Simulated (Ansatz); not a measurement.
# AlF₄−: basis-set convergence

Aim: see how fast density functionals converge with the basis set for AlF₄−.

Computed with Ansatz 0.2.0, Gaussian basis. Level: one geometry, several basis sets.

Plan: PBE0-D4/def2-SVPD; ωB97M-V/def2-SVPD; PBE0-D4/def2-QZVPPD; ωB97M-V/def2-QZVPPD; the functionals' def2-TZVPPD values are taken from earlier runs.

### Step 1. Structure used throughout

All runs share one geometry, relaxed beforehand with PBE0-D4 in a triple-zeta def2 set.

SMILES `[F][Al-]([F])([F])[F]`, 5 atoms, charge -1, spin multiplicity 1.

Atoms are counted from 1 here; the program's logs count them from 0.

Bond lengths: F1–Al2 1.689 Å, Al2–F3 1.689 Å, Al2–F4 1.689 Å, Al2–F5 1.689 Å. Angles: F1–Al2–F3 109.5°, F1–Al2–F4 109.5°, F1–Al2–F5 109.5°, F3–Al2–F4 109.5°, F3–Al2–F5 109.5°, F4–Al2–F5 109.5°.

Coordinates:

```xyz
5
charge -1, multiplicity 1
F    -0.1015   -0.2940    1.6600
Al    0.0000    0.0000    0.0000
F    -1.3430    0.8958   -0.4962
F     0.0345   -1.4699   -0.8310
F     1.4099    0.8681   -0.3328
```

### Step 2. PBE0-D4 in def2-SVPD

in.yaml reads:

```yaml
crystal:
  periodic: [false, false, false]
  atoms:
    - {symbol: F, position_ang: [-0.101492, -0.294048, 1.659994]}
    - {symbol: Al, position_ang: [-0.000003, 0.000002, 0.000002]}
    - {symbol: F, position_ang: [-1.343001, 0.895813, -0.496204]}
    - {symbol: F, position_ang: [0.034543, -1.469894, -0.830998]}
    - {symbol: F, position_ang: [1.409943, 0.868127, -0.332795]}
basis:
  gaussian: {orbitals: def2-SVPD}
total_charge: -1
hamiltonian: {xc: pbe0, dispersion: d4}
output: {orbitals: {seedname: orbitals}}
```

Started as:

```
$ ansatz run in.yaml --threads 2 --pin off --events-out ev --progress --plain --max-ram 32768MiB --backend cpu
```

After this run come: ωB97M-V in def2-SVPD; PBE0-D4 in def2-QZVPPD; ωB97M-V in def2-QZVPPD.

Q: Predict the results of all the runs planned. Wanted: PBE0-D4: double and triple zeta above quadruple; ωB97M-V: double and triple zeta above quadruple.

As calculated:

| quantity | value |
| --- | --- |
| PBE0-D4: double and triple zeta above quadruple | 15.85, 0.79 eV |
| ωB97M-V: double and triple zeta above quadruple | 15.85, 0.72 eV |

What this shows: PBE0-D4 gains 15.05 eV from double to triple zeta, then 0.79 eV more. These are total energies; as a rule much of such shifts cancels in differences, which this series doesn't test. The LUMO of ωB97M-V is positive and keeps falling with the basis (4.34 to 3.68 eV): an unbound level that the basis holds in place.
